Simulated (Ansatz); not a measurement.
Two isomers of C7H16: A = `CC(C)C(C)(C)C`, B = `CCC(C)(C)CC`.

Gas-phase electronic energies from Ansatz, PBE0-D4/def2-TZVP geometries. CCSD(T)/CBS is the MP2 limit (def2-TZVPP, def2-QZVPP) plus CCSD(T) − MP2 in def2-TZVPP, frozen cores. DFT in def2-TZVPP. B3LYP here is the variant with VWN-RPA as its local correlation; programs differ in this. One conformer a species, not always the lowest.

**Question.** Which isomer does CCSD(T)/CBS put lower? Give the gap. (Estimate.)

**Answer.** Ansatz gave: A, by 0.2 kcal/mol. So small a gap doesn't settle the order.

**Question.** Give E(B) − E(A) in kcal/mol with CCSD(T)/def2-SVP, LDA (SPW92), CCSD(T)/def2-TZVPP, PBE-D4, r2SCAN-D4, BLYP-D4, B3LYP-D4. (An estimate is asked.)

**Answer.** The calculation gave: CCSD(T)/def2-SVP 0.1, LDA (SPW92) 0.4, CCSD(T)/def2-TZVPP 0.2, PBE-D4 -0.2, r2SCAN-D4 0.0, BLYP-D4 -0.1, B3LYP-D4 -0.3. The order is the other way round with PBE-D4, BLYP-D4, B3LYP-D4.

Largest T1 diagnostic: 0.009.

In def2-TZVPP, CCSD(T) changes the Hartree–Fock value by +1.3 kcal/mol (the triples alone add +0.2 kcal/mol) and MP2 by +1.6 kcal/mol. Leaving LDA and LC-ωPBE aside and taking each functional with its dispersion term where it has one, the values, not all of them listed here, spread over 0.4 kcal/mol, from BHLYP-D4 to revPBE-D4. LDA lies +0.8 kcal/mol from PBE without D4.
